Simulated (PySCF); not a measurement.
# U-r2SCAN/STO-3G run of BNH2 (SMILES B[N])

Aim: the energy change on altering one bond length of BNH2 at U-r2SCAN/STO-3G, from 2 runs. Input form: a Python script.

The results are computed with PySCF 2.14.0.

11 further runs of the same task are left out: 4 that didn't finish, 7 set aside as unsound or not needed.

## 1. The molecule

BNH2: 4 atoms, total charge 0, spin state triplet. As SMILES, `B[N]`. Geometry: relaxed at GFN2-xTB.

Bond lengths: B1–N2 1.312 Å, B1–H3 1.184 Å, B1–H4 1.184 Å. Angles: N2–B1–H3 118.7°, N2–B1–H4 118.7°, H3–B1–H4 122.6°.

## 2. A single-point energy at U-r2SCAN/STO-3G

Input file job.py:

```python
from pyscf import gto, dft

system = gto.M(
    atom='B -0.035750 0.006580 -0.023930; N 1.041780 -0.191660 0.697680; H -1.056920 -0.473990 0.334600; H 0.050890 0.659060 -1.008340',
    max_memory=1860,
    basis='sto-3g',
    spin=2,
    verbose=4,
    charge=0,
)

mf = dft.UKS(system, xc='r2scan')
mf.conv_tol = 1e-10
mf.grids.level = 5
mf.kernel()
if not mf.converged:
    mf = mf.newton().run(mf.mo_coeff, mf.mo_occ)

e_tot = mf.e_tot
print('E(%s) = %.9f' % ('R2SCAN', e_tot))
```

Command:

```
$ OMP_NUM_THREADS=1 python job.py
```

Standard output:

```text
PySCF version 2.14.0

[INPUT] num. atoms = 4
[INPUT] num. electrons = 14
[INPUT] charge = 0
[INPUT] spin (= nelec alpha-beta = 2S) = 2
[INPUT] symmetry False subgroup None
[INPUT] Mole.unit = angstrom
[INPUT] Symbol           X                Y                Z      unit          X                Y                Z       unit  Magmom
[INPUT]  1 B     -0.035750000000   0.006580000000  -0.023930000000 AA   -0.067557708953   0.012434397900  -0.045221146161 Bohr   0.0
[INPUT]  2 N      1.041780000000  -0.191660000000   0.697680000000 AA    1.968678882049  -0.362184909034   1.318424122587 Bohr   0.0
[INPUT]  3 H     -1.056920000000  -0.473990000000   0.334600000000 AA   -1.997289335575  -0.895711285783   0.632302361279 Bohr   0.0
[INPUT]  4 H      0.050890000000   0.659060000000  -1.008340000000 AA    0.096168162479   1.245442899656  -1.905486440444 Bohr   0.0

nuclear repulsion = 22.289479014901
number of shells = 8
number of NR pGTOs = 36
number of NR cGTOs = 12
basis = sto-3g
ecp = {}

******** <class 'pyscf.dft.uks.UKS'> ********
method = UKS
initial guess = minao
damping factor = 0
level_shift factor = 0
DIIS = <class 'pyscf.scf.diis.CDIIS'>
diis_start_cycle = 1
diis_space = 8
diis_damp = 0
SCF conv_tol = 1e-10
SCF conv_tol_grad = None
SCF max_cycles = 50
direct_scf = True
direct_scf_tol = 1e-13
number electrons alpha = 8  beta = 6
XC library pyscf.dft.libxc version 7.0.0
    S. Lehtola, C. Steigemann, M. J.T. Oliveira, and M. A.L. Marques.,  SoftwareX 7, 1–5 (2018)
XC functionals = r2scan
    J. W. Furness, A. D. Kaplan, J. Ning, J. P. Perdew, and J. Sun.,  J. Phys. Chem. Lett. 11, 8208-8215 (2020)
    J. W. Furness, A. D. Kaplan, J. Ning, J. P. Perdew, and J. Sun.,  J. Phys. Chem. Lett. 11, 9248-9248 (2020)
    J. W. Furness, A. D. Kaplan, J. Ning, J. P. Perdew, and J. Sun.,  J. Phys. Chem. Lett. 11, 8208-8215 (2020)
    J. W. Furness, A. D. Kaplan, J. Ning, J. P. Perdew, and J. Sun.,  J. Phys. Chem. Lett. 11, 9248-9248 (2020)
radial grids:
    Treutler-Ahlrichs [JCP 102, 346 (1995); DOI:10.1063/1.469408] (M4) radial grids

becke partition: Becke, JCP 88, 2547 (1988); DOI:10.1063/1.454033
pruning grids: <function nwchem_prune>
grids dens level: 5
symmetrized grids: False
atomic radii adjust function: <function treutler_atomic_radii_adjust>
small_rho_cutoff = 0
Set gradient conv threshold to 1e-05
tot grids = 132352
init E= -79.6022461229578
[... the frontier-level lines of each cycle are left out ...]


cycle= 1 E= -79.5620422842493  delta_E= 0.0402  |g|= 0.105  |ddm|= 1.86
cycle= 2 E= -79.564490526314  delta_E= -0.00245  |g|= 0.109  |ddm|= 0.323
cycle= 3 E= -79.5740725973814  delta_E= -0.00958  |g|= 0.0118  |ddm|= 0.184
cycle= 4 E= -79.5742358027423  delta_E= -0.000163  |g|= 0.00222  |ddm|= 0.0255
cycle= 5 E= -79.5742401745507  delta_E= -4.37e-06  |g|= 0.000221  |ddm|= 0.00477
cycle= 6 E= -79.5742402223656  delta_E= -4.78e-08  |g|= 7.34e-05  |ddm|= 0.000624
cycle= 7 E= -79.574240229742  delta_E= -7.38e-09  |g|= 1.94e-05  |ddm|= 0.000213
cycle= 8 E= -79.5742402327798  delta_E= -3.04e-09  |g|= 1.22e-05  |ddm|= 0.000239
cycle= 9 E= -79.5742402349855  delta_E= -2.21e-09  |g|= 1.31e-05  |ddm|= 0.000175
cycle= 10 E= -79.5742402227818  delta_E= 1.22e-08  |g|= 4.67e-06  |ddm|= 0.00143
cycle= 11 E= -79.574240221542  delta_E= 1.24e-09  |g|= 2.03e-07  |ddm|= 0.000607
cycle= 12 E= -79.5742402215411  delta_E= 9.81e-13  |g|= 5.01e-08  |ddm|= 2.2e-05
Extra cycle  E= -79.5742402215411  delta_E= -1.42e-14  |g|= 3.02e-08  |ddm|= 4.67e-07
converged SCF energy = -79.5742402215411  <S^2> = 2.0032248  2S+1 = 3.0021491
E(R2SCAN) = -79.574240222
```

Run time: 4.2 s. Hardware: 1 thread of Arm Neoverse V1, shared host; peak memory 0.18 GiB.

## 3. The distorted shape at the same level

Input file input.py:

```python
from pyscf import gto, dft

mol = gto.M(
    atom='B -1.975279 0.363407 -1.322811; N 1.041780 -0.191660 0.697680; H -2.996449 -0.117163 -0.964281; H -1.888639 1.015887 -2.307221',
    spin=2,
    basis='sto-3g',
    max_memory=1860,
    verbose=3,
)

mf = dft.UKS(mol, xc='r2scan')
mf.conv_tol = 1e-10
mf.grids.level = 5
mf.kernel()
if not mf.converged:
    mf = mf.newton().run(mf.mo_coeff, mf.mo_occ)

etot = mf.e_tot
print('Final energy', etot)
```

Command:

```
$ OMP_NUM_THREADS=1 python input.py
```

Standard output:

```text
WARN: HOMO -0.148496998249201 >= LUMO -0.148505242647333

WARN: HOMO 0.1861699821261 >= LUMO -0.0165267589480887

converged SCF energy = -79.4436586265569  <S^2> = 2.9938742  2S+1 = 3.6021517
Final energy -79.44365862655688
```

Run time: 4.8 s. Hardware: 1 thread of Arm Neoverse V1, shared host; peak memory 0.18 GiB.

## 4. Summary of results

Level: U-r2SCAN/STO-3G.

| quantity | value |
| --- | --- |
| first shape: total energy | -79.57424 Eh |
| first shape: dipole moment | 0.76 D |
| first shape: HOMO energy (highest over α and β) | -4.70 eV |
| first shape: LUMO energy (lowest over α and β) | -4.06 eV |
| first shape: ⟨S²⟩ | 2.003 |
| distorted shape: total energy | -79.44366 Eh |
| distorted shape: dipole moment | 0.11 D |
| distorted shape: HOMO energy (highest over α and β) | -3.08 eV |
| distorted shape: LUMO energy (lowest over α and β) | 0.10 eV |
| distorted shape: ⟨S²⟩ | 2.994 |
| energy change with the B1–N2 bond stretched from 1.312 to 3.673 Å | 3.553 eV |

**Reading.** With the B1–N2 bond stretched from 1.312 to 3.673 Å the energy rises by 3.55 eV (343 kJ/mol). The first shape isn't relaxed at this level, so the change isn't measured from a minimum. The minimal basis adds a large error of its own. ⟨S²⟩ (distorted shape) is 2.99 where a pure triplet has 2.00: the reference is spin-contaminated. Mulliken charges (distorted shape) run from -0.06 on H3 to +0.11 on B1; they depend strongly on the basis.
